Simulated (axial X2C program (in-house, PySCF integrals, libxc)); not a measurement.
**Linear AlOH⁻ at several levels**

One table from this session's results is given with a row withheld; the runs are named, their logs left out.

Method: all-electron X2C, two-component (2c) or spin-free, Al dyall-v3z, O dyall-av3z, H dyall-v3z; program: an in-house X2C program for linear molecules on PySCF integrals.

All values are calculated.

2 further runs of the same task are left out: 2 set aside as unsound or not needed.

The first run:

task.json

```json
{"zs": [13, 8, 1], "q": -1, "bas": ["dyall-v3z", "dyall-av3z", "dyall-v3z"], "r0": [1.89, 0.96], "symm": 0, "scan": ["PBE0", "HF", "B3LYP"], "levels": ["PBE0", "HF", "BHandHLYP"], "nst": 2}
```

Keys: zs atomic numbers; q charge; bas basis sets; r0 starting distance in Å; symm equal bonds; scan levels of the two-bond scan (MP2 follows by itself at each HF point); levels methods; nst determinants followed.

Launch:

```
> python solin.py task.json out
```

Masses Al 26.982, O 15.995, H 1.008 u.

Steps of the session up to this table: Scan at PBE0, 2c; Scan at HF, 2c; Scan at B3LYP, 2c.

One of the session's tables, all rows but one given; the rest of the session is left out.

```
           level  r(Al–O) (Å)  r(O–H) (Å)  lower stretch (cm⁻¹)  upper stretch (cm⁻¹)
        PBE0, 2c        1.744       0.948                 683.1                4038.0
          HF, 2c        1.722       0.929                 717.5                4309.9
       B3LYP, 2c            ?           ?                     ?                     ?
         MP2, 2c        1.760       0.951                 666.1                4007.2
 PBE0, spin-free        1.744       0.948                 683.0                4037.9
   HF, spin-free        1.721       0.929                 717.4                4309.9
B3LYP, spin-free        1.755       0.951                 664.0                3970.0
  MP2, spin-free        1.759       0.951                 666.2                4007.2
```

**Question.** Estimate the row for B3LYP, 2c.

The run gave: r(Al–O) (Å): 1.756; r(O–H) (Å): 0.951; lower stretch (cm⁻¹): 663.9; upper stretch (cm⁻¹): 3969.9. In the column «r(Al–O) (Å)» it lies between B3LYP, spin-free (1.755) and MP2, spin-free (1.759).

Scans not shown above were run alike.

What this shows: Over the levels the Al–O bond spans 1.721 to 1.760 Å and the O–H bond 0.929 to 0.951 Å. At PBE0 spin–orbit coupling leaves both bonds unchanged to 0.001 Å. Each state is one determinant, the lowest of a limited PBE0 search; the stretches come from a fit to few points and are good to some per cent at best. MP2 freezes inner shells (threshold -2 hartree). For an anion the highest level of a functional can be positive, and the basis then holds the extra electron. The molecule was held linear; bending was not examined, so a bent shape may lie lower. Note: functional without a current term on a determinant with orbital currents, of the molecule or an atom.
